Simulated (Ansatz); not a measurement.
**CH4N radical: one species, many methods**

An exercise on one series of results from a longer session: the logs are not shown, and one member is left open.

The runs use Ansatz 0.2.0, Gaussian basis; functionals in def2-TZVPP, the program's frozen cores in correlated methods.

The runs, in order: LDA (SPW92), PBE-D4, revPBE-D4, BLYP-D4, r2SCAN-D4, B97M-V, PBE0-D4, B3LYP-D4, r2SCANh-D4, r2SCAN0-D4, HSE06-D4, BHLYP-D4, CAM-B3LYP-D4, LC-ωPBE, ωB97X-V, ωB97M-V, B2PLYP, PBE-QIDH; CCSD(T)/def2-SVP; CCSD(T)/def2-TZVPP; MP2/def2-QZVPP; extrapolation to the limit; RPA on PBE.

1 further run of the same task is left out (it didn't finish).

## Structure used throughout

The geometry comes from an earlier relaxation with PBE0-D4 in a triple-zeta def2 set; it is a stationary point.

6 atoms, charge 0, spin multiplicity 2.

Atoms are counted from 1 here; the program's logs count them from 0.

Bond lengths: C1–N2 1.386 Å, C1–H3 1.082 Å, C1–H4 1.082 Å, N2–H5 1.008 Å, N2–H6 1.008 Å. Angles: N2–C1–H3 116.8°, N2–C1–H4 116.8°, H3–C1–H4 118.6°, C1–N2–H5 115.5°, C1–N2–H6 115.5°, H5–N2–H6 111.4°.

The first run:

Contents of in.yaml:

```yaml
crystal:
  periodic: [false, false, false]
  atoms:
    - {symbol: C, position_ang: [-0.319871, -0.571440, -0.195400]}
    - {symbol: N, position_ang: [0.368372, 0.544355, 0.254114]}
    - {symbol: H, position_ang: [-1.285452, -0.762973, 0.252631]}
    - {symbol: H, position_ang: [0.275150, -1.412869, -0.523592]}
    - {symbol: H, position_ang: [1.200432, 0.778588, -0.264393]}
    - {symbol: H, position_ang: [-0.196532, 1.360340, 0.430440]}
basis:
  gaussian: {orbitals: def2-TZVPP}
magnetization: {spin_polarized: true, initial_magnetization: 1}
hamiltonian: {xc: lda}
output: {orbitals: {seedname: orbitals}}
```

Steps of the session up to this table: LDA; PBE-D4 (GGA); revPBE-D4 (GGA); BLYP-D4 (GGA); r2SCAN-D4 (meta-GGA); B97M-V (meta-GGA); PBE0-D4 (hybrid); B3LYP-D4 (hybrid); r2SCANh-D4 (hybrid); r2SCAN0-D4 (hybrid); HSE06-D4 (hybrid); BHLYP-D4 (hybrid); CAM-B3LYP-D4 (range-separated); LC-ωPBE-D4 (range-separated; the results give it without D4); ωB97X-V (range-separated); ωB97M-V (range-separated); B2PLYP (double hybrid); PBE-QIDH (double hybrid).

One table of the session follows, with a row left open; its other results are not shown here.

It belongs to the step «Orbital energies across the functionals». 

```
  functional  HOMO (eV)  gap (eV)
 LDA (SPW92)      -2.99      1.23
      PBE-D4      -2.99      1.70
   revPBE-D4      -2.96      1.78
     BLYP-D4      -2.86      1.56
   r2SCAN-D4      -3.37      2.75
      B97M-V      -3.21      2.21
     PBE0-D4      -4.39      4.32
    B3LYP-D4      -4.12      3.60
  r2SCANh-D4      -3.90      3.69
  r2SCAN0-D4          ?         ?
    HSE06-D4      -3.98      3.52
    BHLYP-D4      -5.67      6.68
CAM-B3LYP-D4      -5.79      6.73
     LC-ωPBE      -7.26      9.68
     ωB97X-V      -6.71      8.71
     ωB97M-V      -6.52      8.32
```

Estimate the missing values for r2SCAN0-D4.

Worked estimate for «HOMO (eV)». Against the share of exact exchange, r2SCAN-D4 (0, -3.37), r2SCANh-D4 (0.1, -3.90) give a slope of -5.30 per unit share; at 0.25 the line stands at -4.69.

As computed: HOMO (eV): -4.69; gap (eV): 5.10. In «HOMO (eV)» the line misses by 0.00.
